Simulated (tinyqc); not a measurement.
Extended Hueckel theory, for H3O+, step by step. The parameters take no account of the charge, which enters only through the electron count. One step of it, computed by the program tinyqc.

Problem. Mulliken analysis. P = C n C^T; charge = valence electrons (O 6, H 1) minus the sum of (P S)_ii on the atom; overlap population = 2 sum P_ij S_ij between two atoms.

coefficients, order 1O 2s, 1O 2px, 1O 2py, 1O 2pz, 2H 1s, 3H 1s, 4H 1s:
$$\begin{pmatrix}
0.952757 & 0.000000 & -0.000020 & 0.029052 & -0.000369 & 0.000000 & 0.883102 \\
0.000001 & 0.000000 & 0.709308 & 0.000000 & -0.900629 & 0.000000 & -0.000446 \\
0.000000 & 0.709147 & 0.000000 & 0.000000 & 0.000000 & 0.901026 & 0.000000 \\
0.002430 & 0.000000 & 0.000002 & 0.997324 & 0.000042 & 0.000000 & -0.101144 \\
0.036194 & 0.000000 & 0.389502 & -0.020507 & 0.940442 & 0.000000 & -0.655001 \\
0.036216 & 0.337293 & -0.194654 & -0.020516 & -0.469630 & -0.814193 & -0.656132 \\
0.036216 & -0.337293 & -0.194654 & -0.020516 & -0.469630 & 0.814193 & -0.656132
\end{pmatrix}$$

occupations: [2.000000, 2.000000, 2.000000, 2.000000, 0.000000, 0.000000, 0.000000]

overlap S, order 1O 2s, 1O 2px, 1O 2py, 1O 2pz, 2H 1s, 3H 1s, 4H 1s:
$$\begin{pmatrix}
1.000000 & 0.000000 & 0.000000 & 0.000000 & 0.420813 & 0.420979 & 0.420979 \\
0.000000 & 1.000000 & 0.000000 & 0.000000 & 0.367339 & -0.183588 & -0.183588 \\
0.000000 & 0.000000 & 1.000000 & 0.000000 & 0.000000 & 0.318291 & -0.318291 \\
0.000000 & 0.000000 & 0.000000 & 1.000000 & -0.035467 & -0.035486 & -0.035486 \\
0.420813 & 0.367339 & 0.000000 & -0.035467 & 1.000000 & 0.153716 & 0.153716 \\
0.420979 & -0.183588 & 0.318291 & -0.035486 & 0.153716 & 1.000000 & 0.153614 \\
0.420979 & -0.183588 & -0.318291 & -0.035486 & 0.153716 & 0.153614 & 1.000000
\end{pmatrix}$$

Give: charges; Overlap populations.

Solution.

charges: 1O -0.5174, 2H 0.5057, 3H 0.5058, 4H 0.5058

Overlap populations:
```
pair      value
2-1    0.465868
3-1    0.465918
3-2   -0.045553
4-1    0.465918
4-2   -0.045553
4-3   -0.045558
```
